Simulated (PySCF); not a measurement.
# [P3]+, singlet: data card

Level of theory: PBE0/[P def2-TZVP], no relativity, density fitting, PySCF.

The structure is a minimum.

* Point group: D3h
* Bond lengths: P–P 2.091 Å (×3)
* Bond angles: P–P–P 60.0° (×3)
* Principal polarisabilities: 34.9, 64.4, 64.4 bohr³
* Rotational constants: 0.2489, 0.2489, 0.1244 cm⁻¹
* Heat capacity Cp at 298.15 K: 47.2 J/(mol K)
* Enthalpy at 298.15 K above 0 K: 11.37 kJ/mol
* Entropy at 298.15 K and 1 bar: 261.1 J/(mol K)
* Rotational symmetry number: 6
* Zero-point energy: 10.2 kJ/mol
* Highest occupied level: -14.23 eV
* Dipole moment about the centre of mass: 0.00 D
* Lowest empty level: -9.46 eV
* Principal quadrupole moments (Buckingham, traceless) about the centre of mass: -2.18, 1.09, 1.09 D Å

Harmonic modes (masses in u: P 30.974):
```
symmetry  ω (cm⁻¹)  IR (km/mol, summed over degenerate members)  μ (u)
      e'       510                                         10.8  30.97
     a1'       681                                          0.0  30.97
```

In D3h the vibrations span e' + a1'. The a1' mode carries no infrared intensity, as symmetry demands.

Charges (e):
| atom | Mulliken | Löwdin | polar tensor | Mayer order to P1 |
| --- | --- | --- | --- | --- |
| P1 | 0.33 | 0.33 | 0.33 | – |
| P2,3 | 0.33 | 0.33 | 0.33 | 1.46 |
Other Mayer orders above 0.3: P–P 1.46.

Mulliken populations on P1: s 5.87, p 8.59, d 0.19, f 0.01.

Outer orbital energies (eV). occupied: -27.81, -20.81, -20.81, -15.67, -15.48, -14.23, -14.23; empty: -9.46, -9.46, -6.27, -5.40.

Other isomers or separated fragments may lie lower.

The final relaxation and frequency run took 13 s on 2 threads of a shared Arm Neoverse V1 host, with 111 basis functions and 6 gradients; the process peaked at 0.96 GiB.
